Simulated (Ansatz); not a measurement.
Re (hcp): energy against volume

Computed with Ansatz, DFT, BLYP, plane waves (420 eV) with PAW, scalar-relativistic. The PAW files were generated under PBE, with cores re-solved for the functional.

The cell is scaled uniformly from the relaxed one, with fractional coordinates and shape fixed. Energies are extrapolated to zero smearing, pressures are those at the given smearing. Magnetic state: spin not included.

A Birch-Murnaghan fit gives V₀ = 15.53 Å³/atom, B₀ = 323 GPa, B₀′ = 4.6.

Question: What are the energy above the minimum and the pressure at 13.667 Å³/atom?

Answer: 284.3 meV/atom and 55.25 GPa as computed.

Question: What are the energy above the minimum and the pressure at 14.288 Å³/atom?

Answer: 116.1 meV/atom and 32.68 GPa as computed.

Question: What are the energy above the minimum and the pressure at 16.773 Å³/atom?

Answer: 87.8 meV/atom and -20.76 GPa as computed.
